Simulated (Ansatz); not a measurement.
`CN(C)P` → PH₃ + `C=NC` at 600 K and 1 bar (β-hydride elimination).

Computed with Ansatz on PBE0-D4/def2-TZVP structures; ΔE is electronic, products minus reactants. CCSD(T)/CBS adds triple-zeta CCSD(T) − MP2 to the extrapolated MP2 energy (def2 sets, frozen cores). This one scheme is used for every species. Each species was taken in one conformer, which may not be the lowest.

| species | CCSD(T)/CBS energy (Eh) | H − E (kJ/mol) | S (J/(mol·K)) |
| --- | --- | --- | --- |
| `CN(C)P` | -476.53702 | 319.5 | 400.9 |
| PH₃ | -342.72256 | 86.3 | 240.2 |
| `C=NC` | -133.77870 | 215.0 | 312.3 |

H − E and S are ideal-gas, rigid-rotor, harmonic terms from PBE0-D4/def2-TZVP, for one conformer and one mirror image of each species. 1 Eh = 2625.50 kJ/mol, R = 8.31446 J/(mol·K).

**Question.** By hand: ΔE, ΔH, ΔS and ΔG.

**Answer.** ΔE = (-342.72256) + (-133.77870) − (-476.53702) = 0.03576 Eh = 93.9 kJ/mol. Δ(H − E) = 86.3 + 215.0 − 319.5 = -18.2, so ΔH = 75.7 kJ/mol. ΔS = 240.2 + 312.3 − 400.9 = 151.6 J/(mol·K). ΔG = 75.7 − 600 × (151.6)/1000 = -15.3 kJ/mol.

**Question.** By hand: the equilibrium constant, and the temperature at which ΔG would vanish if ΔH and ΔS stayed fixed.

**Answer.** log₁₀ K = −ΔG/(RT ln 10) = 1.3. ΔG = 0 at ΔH/ΔS = 499 K.

The number of gas molecules changes by +1, which sets the sign of ΔS. A doubt of 5 kJ/mol in ΔE shifts log₁₀ K by 0.4 here. Other conformers and mirror images would add mixing entropy, several J/(mol·K) or more a flexible species. These are equilibria of isolated gas molecules and say nothing of rates. Largest T1 diagnostic: 0.013 (customary marks: 0.02 for closed shells, 0.045 for open ones).
